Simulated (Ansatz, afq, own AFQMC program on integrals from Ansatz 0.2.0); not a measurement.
# N₂H₃ (doublet): AFQMC on the coupled-cluster ladder at scale of all distances = 1.000, cc-pVDZ

How near does AFQMC come to the top of the ladder for N₂H₃ (doublet)?

Program: Ansatz 0.2.0, Gaussian basis, and an in-house AFQMC program (afq) on its integrals; all values are calculated. Level of theory: cc-pVDZ, frozen cores. These are calculated values, not measurements.

The runs, in order: PBE (unrestricted); r2SCAN (unrestricted); PBE0 (unrestricted); B3LYP (unrestricted); wB97M-V (unrestricted); B2PLYP (unrestricted); CCSD(T) on UHF; Phaseless AFQMC, CISD trial on UHF; Phaseless AFQMC, single-determinant trial on UHF; Free-projection AFQMC, CISD trial on UHF.

**1. The geometry**

The geometry derives from a PBE0/def2-TZVP stationary point (not a proven minimum). All distances are scaled together.

5 atoms, charge 0, spin multiplicity 2.

Atoms are counted from 1 here; the program's logs count them from 0.

Bond lengths: N1–N2 1.338 Å, N1–H3 1.012 Å, N1–H4 1.007 Å, N2–H5 1.021 Å. Angles: N2–N1–H3 120.9°, N2–N1–H4 113.9°, H3–N1–H4 114.6°, N1–N2–H5 106.1°.

Geometry (Å):

```xyz
5
H3N2
N    -0.06028   -0.05308    0.62202
N     0.03412    0.12286   -0.70092
H     0.21333   -0.92771    1.05045
H     0.16655    0.76749    1.16067
H    -0.01635   -0.80945   -1.11467
```

**2. PBE (unrestricted)**

Contents of in.yaml:

```yaml
crystal:
  periodic: [false, false, false]
  atoms:
    - {symbol: N, position_ang: [-0.060277, -0.053084, 0.622021]}
    - {symbol: N, position_ang: [0.034117, 0.122863, -0.700923]}
    - {symbol: H, position_ang: [0.213328, -0.927712, 1.050447]}
    - {symbol: H, position_ang: [0.166554, 0.767486, 1.160673]}
    - {symbol: H, position_ang: [-0.016346, -0.809450, -1.114669]}
basis:
  gaussian: {orbitals: cc-pVDZ}
magnetization: {spin_polarized: true, initial_magnetization: 1}
hamiltonian: {xc: {name: PBE}}
output: {orbitals: {seedname: orbitals}}
```

Started as:

```console
> ansatz run in.yaml --threads 1 --pin off --events-out ev --progress --plain --max-ram 1382MiB
```

Log:

```text
Functional definition: PBE
  name "PBE"
  cite "Perdew, Burke & Ernzerhof, Phys. Rev. Lett. 77, 3865 (1996) doi:10.1103/PhysRevLett.77.3865"
  parent pbe
  parameter kappa = 0.804
  parameter beta = 0.06672455060314922
  exchange = pbe_x(kappa = kappa, mu = beta*pi^2/3)
  correlation = pbe_c(beta = beta)
570 factors; their error is unknown
mean field evaluation 1: about -3018.6339 eV, gradient 3.2e1 eV
mean field evaluation 2: about -3012.2096 eV, gradient 4.8e1 eV
mean field evaluation 4: about -3023.1130 eV, gradient 5.0e0 eV
mean field evaluation 8: about -3023.2094 eV, gradient 2.7e-2 eV
mean field evaluation 16: about -3023.1846 eV, gradient 2.0e-5 eV
mean field -3023.18461836 eV, -111.0999855365 hartree, gradient 2.0e-5 eV, S^2 0.751822; 0 other end points of the search recorded, 0 dependent functions left out
reference -3023.18464113 eV, -111.0999863733 hartree; 9, 8 occupied and 34, 35 virtual orbitals, 570 factors
Total energy: -3023.18464113 eV, -111.0999863733 hartree
```

It took 0.88 s on 1 thread of Arm Neoverse V1, shared host.

From the report: ⟨S²⟩ of the determinant 0.752 (pure doublet: 0.75).

**3. r2SCAN (unrestricted)**

Edit in.yaml of step 2 so:

```diff
@@ -11,3 +11,2 @@
 magnetization: {spin_polarized: true, initial_magnetization: 1}
-hamiltonian: {xc: {name: PBE}}
-output: {orbitals: {seedname: orbitals}}
+hamiltonian: {xc: {name: r2SCAN}}
```

Same command.

Log:

```text
Functional definition: r2SCAN
  name "r2SCAN"
  cite "Furness, Kaplan, Ning, Perdew & Sun, J. Phys. Chem. Lett. 11, 8208 (2020) doi:10.1021/acs.jpclett.0c02405"
  cite "Furness, Kaplan, Ning, Perdew & Sun, J. Phys. Chem. Lett. 11, 9248 (2020) doi:10.1021/acs.jpclett.0c03077"
  parent r2scan
  parameter k0 = 0.174
  parameter k1 = 0.065
  parameter a1 = 4.9479
  exchange = r2scan_x(k0 = k0, k1 = k1, a1 = a1)
  correlation = r2scan_c
570 factors; their error is unknown
mean field evaluation 1: about -3021.4484 eV, gradient 2.9e1 eV
mean field evaluation 2: about -3019.5567 eV, gradient 3.6e1 eV
mean field evaluation 4: about -3025.1608 eV, gradient 1.7e0 eV
mean field evaluation 8: about -3025.1724 eV, gradient 2.3e-2 eV
mean field evaluation 16: about -3025.1474 eV, gradient 7.8e-5 eV
mean field -3025.14736646 eV, -111.1721151990 hartree, gradient 7.8e-5 eV, S^2 0.753961; 0 other end points of the search recorded, 0 dependent functions left out
reference -3025.14737305 eV, -111.1721154410 hartree; 9, 8 occupied and 34, 35 virtual orbitals, 570 factors
Total energy: -3025.14737305 eV, -111.1721154410 hartree
```

It took 1.9 s on 1 thread of Arm Neoverse V1, shared host.

From the report: ⟨S²⟩ of the determinant 0.754 (pure doublet: 0.75).

**4. PBE0 (unrestricted)**

Edit in.yaml of step 3 so:

```diff
@@ -11,2 +11,3 @@
 magnetization: {spin_polarized: true, initial_magnetization: 1}
-hamiltonian: {xc: {name: r2SCAN}}
+hamiltonian: {xc: {name: PBE0}}
+output: {orbitals: {seedname: orbitals}}
```

Same command.

Log:

```text
Functional definition: PBE0
  name "PBE0"
  cite "Adamo & Barone, J. Chem. Phys. 110, 6158 (1999) doi:10.1063/1.478522"
  cite "Perdew, Burke & Ernzerhof, Phys. Rev. Lett. 77, 3865 (1996) doi:10.1103/PhysRevLett.77.3865"
  parent pbe
  parameter a = 0.25
  parameter kappa = 0.804
  parameter beta = 0.06672455060314922
  exchange = (1 - a)*pbe_x(kappa = kappa, mu = beta*pi^2/3) + a*exact_x
  correlation = pbe_c(beta = beta)
401 factors; integrals over basis functions are off by at most 1.8e-3 eV
mean field evaluation 1: about -3020.4074 eV, gradient 2.5e1 eV
mean field evaluation 2: about -3020.2126 eV, gradient 2.7e1 eV
mean field evaluation 4: about -3023.2246 eV, gradient 9.9e-1 eV
mean field evaluation 8: about -3023.3804 eV, gradient 3.8e-2 eV
mean field evaluation 16: about -3023.3804 eV, gradient 3.8e-5 eV
mean field -3023.38040475 eV, -111.1071805537 hartree, gradient 3.8e-5 eV, S^2 0.753432; 0 other end points of the search recorded, 0 dependent functions left out
reference -3023.38042111 eV, -111.1071811548 hartree; 9, 8 occupied and 34, 35 virtual orbitals, 401 factors
Total energy: -3023.38042111 eV, -111.1071811548 hartree
```

It took 1 s on 1 thread of Arm Neoverse V1, shared host.

From the report: ⟨S²⟩ of the determinant 0.753 (pure doublet: 0.75).

**5. B3LYP (unrestricted)**

Edit in.yaml of step 4 so:

```diff
@@ -11,3 +11,2 @@
 magnetization: {spin_polarized: true, initial_magnetization: 1}
-hamiltonian: {xc: {name: PBE0}}
-output: {orbitals: {seedname: orbitals}}
+hamiltonian: {xc: {name: B3LYP}}
```

Same command.

Log, cut to the lines that bear on the results:

```text
Functional definition: B3LYP
  name "B3LYP"
  cite "Stephens, Devlin, Chabalowski & Frisch, J. Phys. Chem. 98, 11623 (1994) doi:10.1021/j100096a001"
  cite "Becke, Phys. Rev. A 38, 3098 (1988) doi:10.1103/PhysRevA.38.3098"
  cite "Lee, Yang & Parr, Phys. Rev. B 37, 785 (1988) doi:10.1103/PhysRevB.37.785"
  cite "Vosko, Wilk & Nusair, Can. J. Phys. 58, 1200 (1980) doi:10.1139/p80-159"
[...]
401 factors; integrals over basis functions are off by at most 1.8e-3 eV
[...]
mean field -3026.79991418 eV, -111.2328452075 hartree, gradient 2.7e-5 eV, S^2 0.753096; 0 other end points of the search recorded, 0 dependent functions left out
reference -3026.80007757 eV, -111.2328512120 hartree; 9, 8 occupied and 34, 35 virtual orbitals, 401 factors
Total energy: -3026.80007757 eV, -111.2328512120 hartree
```

Run time: 1.1 s. Hardware: 1 thread of Arm Neoverse V1, shared host.

From the report: ⟨S²⟩ of the determinant 0.753 (pure doublet: 0.75).

**6. wB97M-V (unrestricted)**

Edit in.yaml of step 5 so:

```diff
@@ -11,2 +11,3 @@
 magnetization: {spin_polarized: true, initial_magnetization: 1}
-hamiltonian: {xc: {name: B3LYP}}
+hamiltonian: {xc: {name: wB97M-V}}
+output: {orbitals: {seedname: orbitals}}
```

Same command.

Log, cut to the lines that bear on the results:

```text
Functional definition: wB97M-V
  name "wB97M-V"
  cite "Mardirossian & Head-Gordon, J. Chem. Phys. 144, 214110 (2016) doi:10.1063/1.4952647"
  cite "Becke, J. Chem. Phys. 107, 8554 (1997) doi:10.1063/1.475007"
  cite "Vydrov & Van Voorhis, J. Chem. Phys. 133, 244103 (2010) doi:10.1063/1.3521275"
  # Of w^i u^j: cxij and so on, Table III.
[...]
  gx(w, u) = 1 - cx + cx01*u + cx10*w
  gss(w, u) = css00 + css04*u^4 + css10*w + css20*w^2 + css43*w^4*u^3
  gos(w, u) = cos00 + cos10*w + (cos20 + cos21*u)*w^2 + (cos60 + cos61*u)*w^6
[...]
      + integral(e_c_pw_mod_opposite_spin*gos(b97_w_opposite, b97_u_opposite)) + vv10(b, c)
401 factors; integrals over basis functions are off by at most 1.8e-3 eV
120 factors; integrals over basis functions are off by at most 6.0e-6 eV
[...]
mean field -3025.42449379 eV, -111.1822994402 hartree, gradient 3.2e-5 eV, S^2 0.752650; 0 other end points of the search recorded, 0 dependent functions left out
reference -3025.42451845 eV, -111.1823003467 hartree; 9, 8 occupied and 34, 35 virtual orbitals, 401 factors
Total energy: -3025.42451845 eV, -111.1823003467 hartree
```

Wall time 4.3 s (1 thread of Arm Neoverse V1, shared host).

From the report: ⟨S²⟩ of the determinant 0.753 (pure doublet: 0.75).

**7. B2PLYP (unrestricted)**

Edit in.yaml of step 6 so:

```diff
@@ -11,3 +11,3 @@
 magnetization: {spin_polarized: true, initial_magnetization: 1}
-hamiltonian: {xc: {name: wB97M-V}}
-output: {orbitals: {seedname: orbitals}}
+hamiltonian: {xc: {name: B2PLYP}}
+correlation: {electrons: outside_noble_gas}
```

Same command.

Log, cut to the lines that bear on the results:

```text
Functional definition: B2PLYP
  name "B2PLYP"
  cite "Grimme, J. Chem. Phys. 124, 034108 (2006) doi:10.1063/1.2148954"
  cite "Becke, Phys. Rev. A 38, 3098 (1988) doi:10.1103/PhysRevA.38.3098"
  cite "Lee, Yang & Parr, Phys. Rev. B 37, 785 (1988) doi:10.1103/PhysRevB.37.785"
[...]
401 factors; integrals over basis functions are off by at most 1.8e-3 eV
[...]
mean field -3020.82185749 eV, -111.0131556760 hartree, gradient 2.5e-6 eV, S^2 0.756133; 0 other end points of the search recorded, 0 dependent functions left out
2 core orbitals not correlated: weight in the atoms' cores, before any rotation towards them, 1.000 or more for the frozen orbitals, at most 0.000 for the correlated occupied ones
reference -3020.82195896 eV, -111.0131594051 hartree; 7, 6 occupied and 34, 35 virtual orbitals, 401 factors
second order -10.59102925 eV of doubles, -0.00000000 eV of singles
Total energy: -3023.68153686 eV, -111.1182469546 hartree
```

Run time: 1.3 s. Hardware: 1 thread of Arm Neoverse V1, shared host.

From the report: ⟨S²⟩ of the determinant 0.756 (pure doublet: 0.75).

**8. CCSD(T) on UHF**

Edit in.yaml of step 7 so:

```diff
@@ -11,3 +11,2 @@
 magnetization: {spin_polarized: true, initial_magnetization: 1}
-hamiltonian: {xc: {name: B2PLYP}}
-correlation: {electrons: outside_noble_gas}
+correlation: {method: ccsd_t, electrons: outside_noble_gas, hamiltonian_folder: ham}
```

The command is unchanged.

Log, cut to the lines that bear on the results:

```text
Functional definition: HF
  name "HF"
  cite "Fock, Z. Phys. 61, 126 (1930) doi:10.1007/BF01340294"
  parent pbe
[...]
401 factors; integrals over basis functions are off by at most 1.8e-3 eV
[...]
mean field -3009.18378500 eV, -110.5854644006 hartree, gradient 2.1e-6 eV, S^2 0.761564; 0 other end points of the search recorded, 0 dependent functions left out
2 core orbitals not correlated: weight in the atoms' cores, before any rotation towards them, 1.000 or more for the frozen orbitals, at most 0.000 for the correlated occupied ones
reference -3009.18378500 eV, -110.5854644006 hartree; 7, 6 occupied and 34, 35 virtual orbitals, 401 factors
second order -8.62539987 eV of doubles, -0.00000000 eV of singles
cycle   1  -9.02751403 eV  change   -4.0e-1 eV  update   6.4e-2
[...]
cycle  11  -9.33584892 eV  change   -2.1e-6 eV  update   1.5e-5
perturbative correction -0.23059112 eV, -0.0084740672 hartree
Total energy: -3018.75022503 eV, -110.9370245876 hartree
```

It took 1.2 s on 1 thread of Arm Neoverse V1, shared host.

From the report: ⟨S²⟩ of the determinant 0.762 (pure doublet: 0.75); correlation -9.5664 eV; T1 0.020; largest double amplitude 0.03.

This run also writes the integrals to the folder ham.

**9. Phaseless AFQMC, CISD trial on UHF**

It reads the integrals that the CCSD(T) run on this determinant wrote.

Started as:

```console
> afq ham --method phaseless --trial cisd --walkers 60 --populations 1 --least-time 40 --time-step 0.005 --steps-per-block 50 --equilibration-blocks 28 --max-blocks 300 --target-error 0.00043 --factor-cut 1e-05 --start spin_pure --seed 6140 --release-times 0.24,0.51,0.99,1.62,2.4 --release-step 0.03 --release-every 4 --taylor-order 6
```

Log:

```text
orbitals 41  electrons 7 6  factors 327 of 401
reference energy -110.58546440 Eh
CCSD correlation -0.34308573 Eh in 13 cycles, weight of the determinant in the CISD state 0.8887
energy of the start -110.928026 Eh
 block  time / (1/Eh)  mean weight  energy / Eh
     1     0.250  0.9980  -110.924112
     2     0.500  0.9973  -110.932095
     3     0.750  0.9995  -110.926106
     4     1.000  1.0011  -110.936612
     5     1.250  0.9993  -110.947218
     6     1.500  0.9991  -110.944784
     7     1.750  1.0022  -110.934974
     8     2.000  0.9975  -110.937227
     9     2.250  1.0019  -110.943735
    10     2.500  1.0017  -110.945474
    17     4.250  1.0000  -110.928515
    25     6.250  0.9991  -110.937752
    33     8.250  1.0008  -110.930235
    41    10.250  0.9991  -110.950033
    49    12.250  1.0023  -110.939357
    57    14.250  0.9992  -110.931241
    65    16.250  1.0019  -110.942050
    73    18.250  1.0013  -110.940734
    81    20.250  1.0021  -110.931496
    89    22.250  0.9981  -110.944846
    97    24.250  0.9974  -110.941589
   105    26.250  1.0052  -110.944897
   113    28.250  1.0008  -110.937301
   121    30.250  0.9984  -110.939801
   129    32.250  1.0011  -110.930421
   137    34.250  1.0003  -110.926936
   145    36.250  1.0035  -110.945844
   153    38.250  0.9999  -110.930668
   161    40.250  0.9989  -110.937969
   169    42.250  0.9985  -110.931720
   177    44.250  0.9988  -110.940528
   185    46.250  1.0014  -110.932327
   193    48.250  0.9990  -110.956971
   201    50.250  1.0005  -110.932849
   209    52.250  0.9999  -110.936372
   217    54.250  0.9983  -110.943357
   225    56.250  0.9994  -110.936704
   233    58.250  0.9979  -110.943356
   241    60.250  1.0006  -110.930444
   249    62.250  1.0004  -110.939388
   257    64.250  1.0007  -110.936942
   265    66.250  0.9980  -110.937358
   273    68.250  0.9990  -110.932019
   281    70.250  0.9995  -110.942807
   289    72.250  0.9984  -110.938582
   297    74.250  1.0043  -110.933797
   305    76.250  0.9984  -110.932136
   313    78.250  0.9986  -110.960517
   321    80.250  1.0005  -110.935201
blocks merged  error / Eh  count
     1  0.000357  300
     2  0.000451  150
     4  0.000510  75
     8  0.000564  37
    16  0.000616  18
    32  0.000687  9
released: time / (1/Eh)  energy / Eh  error  mean overlap
  0.24  -110.938234  0.000554  0.9921
  0.51  -110.938639  0.000500  0.9936
  0.99  -110.938986  0.000584  0.9786
  1.62  -110.938082  0.000769  0.9861
  2.40  -110.938695  0.000957  0.9829
energy -110.937952 +/- 0.000616 Eh
```

Run time: 12 min. Hardware: 1 thread of Arm Neoverse V1, shared host.

Energy -3018.7755 ± 0.0168 eV. Caveats: constraint bias not in the error.

**10. Phaseless AFQMC, single-determinant trial on UHF**

It reads the integrals that the CCSD(T) run on this determinant wrote.

Started as:

```console
> afq ham --method phaseless --trial hf --walkers 120 --populations 1 --least-time 40 --time-step 0.005 --steps-per-block 20 --equilibration-blocks 112 --max-blocks 600 --target-error 0.00129 --factor-cut 1e-05 --start spin_pure --seed 568 --taylor-order 6
```

Log:

```text
orbitals 41  electrons 7 6  factors 327 of 401
reference energy -110.58546440 Eh
CCSD correlation -0.34308573 Eh in 13 cycles, weight of the determinant in the CISD state 0.8887
energy of the start -110.585758 Eh
 block  time / (1/Eh)  mean weight  energy / Eh
     1     0.100  1.0014  -110.688629
     2     0.200  1.0019  -110.768382
     3     0.300  1.0032  -110.807961
     4     0.400  1.0047  -110.847831
     5     0.500  1.0028  -110.875880
     6     0.600  1.0011  -110.897948
     7     0.700  1.0001  -110.890235
     8     0.800  0.9992  -110.896488
     9     0.900  1.0019  -110.934179
    10     1.000  0.9993  -110.925811
    18     1.800  1.0004  -110.911602
    35     3.500  1.0007  -110.955470
    52     5.200  1.0015  -110.885274
    69     6.900  1.0000  -110.914624
    86     8.600  1.0008  -110.953308
   103    10.300  1.0001  -110.962531
   120    12.000  0.9975  -110.932423
   137    13.700  1.0000  -110.936475
   154    15.400  1.0001  -110.955395
   171    17.100  0.9999  -110.897450
   188    18.800  1.0000  -110.905082
   205    20.500  0.9966  -110.935030
   222    22.200  0.9987  -110.895555
   239    23.900  0.9988  -110.960462
   256    25.600  1.0009  -110.943363
   273    27.300  1.0001  -110.904667
   290    29.000  1.0001  -110.984377
   307    30.700  1.0003  -110.932839
   324    32.400  0.9994  -110.891007
   341    34.100  0.9983  -110.979412
   358    35.800  0.9990  -110.928795
   375    37.500  0.9998  -110.921736
   392    39.200  1.0013  -110.959810
   409    40.900  0.9984  -110.924140
   426    42.600  1.0012  -110.902264
   443    44.300  1.0014  -110.955438
   460    46.000  1.0014  -110.971872
   477    47.700  0.9991  -110.931280
   494    49.400  1.0003  -110.934058
   511    51.100  0.9996  -110.938305
   528    52.800  0.9999  -110.918988
   545    54.500  0.9997  -110.978923
   562    56.200  1.0013  -110.915357
   579    57.900  1.0009  -110.924606
   596    59.600  0.9992  -110.939152
   613    61.300  1.0015  -110.921821
   630    63.000  1.0003  -110.890068
   647    64.700  1.0006  -110.936715
   664    66.400  0.9983  -110.918354
   681    68.100  0.9992  -110.960716
   698    69.800  1.0008  -110.952862
blocks merged  error / Eh  count
     1  0.001010  600
     2  0.001324  300
     4  0.001719  150
     8  0.002014  75
    16  0.002395  37
    32  0.002250  18
    64  0.002537  9
energy -110.934043 +/- 0.002395 Eh
```

It took 6.5 min on 1 thread of Arm Neoverse V1, shared host.

Energy -3018.6691 ± 0.0652 eV. Caveats: constraint bias not in the error; error above the target.

**11. Free-projection AFQMC, CISD trial on UHF**

It reads the integrals that the CCSD(T) run on this determinant wrote.

Started as:

```console
> afq ham --method free --trial cisd --walkers 60 --time-step 0.03 --max-blocks 80 --target-error 0.00043 --factor-cut 1e-05 --seed 1793 --times 0,0.21,0.42,0.81,1.2,1.8,2.4,3 --taylor-order 8
```

Log:

```text
orbitals 41  electrons 7 6  factors 327 of 401
reference energy -110.58546440 Eh
CCSD correlation -0.34308573 Eh in 13 cycles, weight of the determinant in the CISD state 0.8887
repeat  energy at the last time / Eh  error
    10  -110.937734  0.002357
    20  -110.936130  0.001533
    30  -110.937349  0.001184
    40  -110.937294  0.001106
    50  -110.937741  0.001006
    60  -110.937970  0.000947
    70  -110.938382  0.000883
    80  -110.938445  0.000803
time / (1/Eh)  energy / Eh  error  mean overlap
  0.00  -110.928641  0.000300  1.1254
  0.21  -110.934347  0.000302  1.1272
  0.42  -110.937073  0.000337  1.1137
  0.81  -110.937826  0.000440  1.1189
  1.20  -110.939215  0.000443  1.1009
  1.80  -110.939093  0.000487  1.1055
  2.40  -110.938896  0.000614  1.0795
  3.00  -110.938445  0.000803  1.0816
energy -110.938445 +/- 0.000803 Eh
```

Run time: 6.7 min. Hardware: 1 thread of Arm Neoverse V1, shared host.

Energy -3018.7889 ± 0.0218 eV. Caveats: remainder of the start not in the error; error above the target.

**12. All levels side by side**

On the UHF determinant, counted from CCSD(T) (a yardstick, not exact):

| level | energy (eV) | from CCSD(T) (meV) | statistical error (meV) | time |
| --- | --- | --- | --- | --- |
| HF | -3009.1838 | +9566.4 |  |  |
| MP2 | -3017.8092 | +941.0 |  |  |
| CCSD | -3018.5196 | +230.6 |  |  |
| CCSD(T) | -3018.7502 | 0.0 |  |  |
| Phaseless AFQMC, CISD trial, step 0.005, 60 walkers | -3018.7755 | -25.2 | 16.8 | 12 min |
| Phaseless AFQMC, single-determinant trial, step 0.005, 120 walkers | -3018.6691 | +81.1 | 65.2 | 6.5 min |
| Free-projection AFQMC, CISD trial, step 0.03, 60 walkers | -3018.7889 | -38.6 | 21.8 | 6.7 min |

The functionals' totals stand on their own zeros and serve differences with other points: PBE -3023.185 eV; r2SCAN -3025.147 eV; PBE0 -3023.380 eV; B3LYP -3026.800 eV; wB97M-V -3025.425 eV; B2PLYP -3023.682 eV.

**13. Outcome**

| quantity | value |
| --- | --- |
| Phaseless AFQMC, CISD trial on UHF from CCSD(T) | -25.2 ± 16.8 meV |
| Phaseless AFQMC, single-determinant trial on UHF from CCSD(T) | +81.1 ± 65.2 meV |
| Free-projection AFQMC, CISD trial on UHF from CCSD(T) | -38.6 ± 21.8 meV |

In words: On UHF the phaseless walk with the CISD trial lies -25.2 meV from CCSD(T), within three error bars. Free projection has no constraint; at the last time it gives -38.6 ± 21.8 meV, and from a start that isn't spin pure other spins can mix in. Error bars are statistical and leave out the constraint, the time step and what remains of the start.
